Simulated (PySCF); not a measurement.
C2H6S.
Z-matrix (Å and degrees, PBE0-D3(BJ)/def2-SVP geometry), rows numbered from 1:
```
C 
S   1  1.8025
C   2  1.8022  1   99.63
H   1  1.1012  2  111.61  3    61.62
H   1  1.0991  2  107.08  3  -179.78
H   1  1.1012  2  111.60  3   -61.18
H   3  1.0991  2  107.07  1   179.84
H   3  1.1013  2  111.62  1   -61.54
H   3  1.1012  2  111.60  1    61.26
```

Jobs on this species (9 atoms, 34 electrons) with PySCF (density fitting). Hardware of each: Arm Neoverse N1, one thread (shared host). Other jobs ran on the host; a repeat could differ by tens of per cent or more. Peak memory is the resident size of the whole Python process, interpreter and libraries included.

```tsv
level and settings	work	basis functions	SCF cycles	wall time	peak memory
delta-SCF UKS SCAN, unc-def2-TZVP on the ionised atom, pcseg-1 elsewhere, spin-free X2C	ΔSCF core ionisation, 3 holes	121	?	?	?
delta-SCF UKS HF, pcX-2 on the ionised atom, pcseg-1 elsewhere, spin-free X2C	ΔSCF core ionisation, 3 holes	118	?	?	?
delta-SCF UKS TPSS, pcX-2 on the ionised atom, pcseg-1 elsewhere, spin-free X2C	ΔSCF core ionisation, 3 holes	118	40	14 s	0.42 GiB
delta-SCF UKS B3LYP, pcX-2 on the ionised atom, pcseg-1 elsewhere, spin-free X2C	ΔSCF core ionisation, 3 holes	118	37	13 s	0.42 GiB
PBE0-D3(BJ)/def2-SVP, grid level 1	geometry optimisation from a GFN2-xTB start shaken at random	76	42	17 s	0.32 GiB
delta-SCF UKS PBE0, pcX-2 on the ionised atom, pcseg-1 elsewhere, spin-free X2C	ΔSCF core ionisation, 3 holes	118	36	13 s	0.42 GiB
delta-SCF UKS SCAN, pcX-2 on the ionised atom, pcseg-1 elsewhere, non-relativistic	ΔSCF core ionisation, 3 holes	118	42	13 s	0.46 GiB
delta-SCF UKS PBE, pcX-2 on the ionised atom, pcseg-1 elsewhere, spin-free X2C	ΔSCF core ionisation, 3 holes	118	39	8.6 s	0.42 GiB
delta-SCF UKS SCAN, pcX-2 on the ionised atom, pcseg-1 elsewhere, spin-free X2C	ΔSCF core ionisation, 3 holes	118	42	14 s	0.36 GiB
```

Question: Fill in the missing figures.

Answer: 
- delta-SCF UKS SCAN, unc-def2-TZVP on the ionised atom, pcseg-1 elsewhere, spin-free X2C; ΔSCF core ionisation, 3 holes: 14 s, 0.46 GiB, 42 SCF cycles
- delta-SCF UKS HF, pcX-2 on the ionised atom, pcseg-1 elsewhere, spin-free X2C; ΔSCF core ionisation, 3 holes: 6.5 s, 0.42 GiB, 39 SCF cycles

Question: What do all jobs in the table cost together?

Answer: About 1.9 min; the longest takes about 15 % of that, and about 2.6 times as long as the shortest.
